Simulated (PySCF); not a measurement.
Structure with atom numbers: `[CH:1]#[C:2][C@@H:3]1[NH:4][C@@H:5]1[CH3:6]`. Hydrogens are named by the atom that carries them.

Geometry: GFN2-xTB; GIAO absolute shieldings from PySCF 2.14, gas phase, non-relativistic, averaged over equivalent atoms.

At B97-D/pcSseg-1 (137 basis functions, 19 s wall time on 1 thread of an Arm Neoverse V1, shared host):
```
atoms  σ (ppm)
   C2     98.0
   C1    113.3
   C5    144.7
   C3    155.8
   C6    161.9
   N4    196.9
H(C3)    29.52
H(C5)    29.83
H(C6)    30.38
H(C1)    30.47
H(N4)    32.24
```

**Question.** What do these become at OPBE/6-311+G(2d,p)?

**Answer.** 
| atoms | σ at OPBE/6-311+G(2d,p) | change |
| --- | --- | --- |
| C2 | 105.6 | +7.6 |
| C1 | 122.0 | +8.7 |
| C5 | 153.2 | +8.5 |
| C3 | 163.7 | +7.9 |
| C6 | 172.9 | +11.0 |
| N4 | 205.5 | +8.6 |
| H(C3) | 29.43 | -0.09 |
| H(C5) | 29.73 | -0.10 |
| H(C6) | 30.46 | +0.08 |
| H(C1) | 30.56 | +0.09 |
| H(N4) | 32.00 | -0.24 |

The largest change is at C6 (methyl carbon). Cost: 204 basis functions, 39 s wall time on 1 thread of an Arm Neoverse V1, shared host. The order of the carbon signals is the same at both levels.
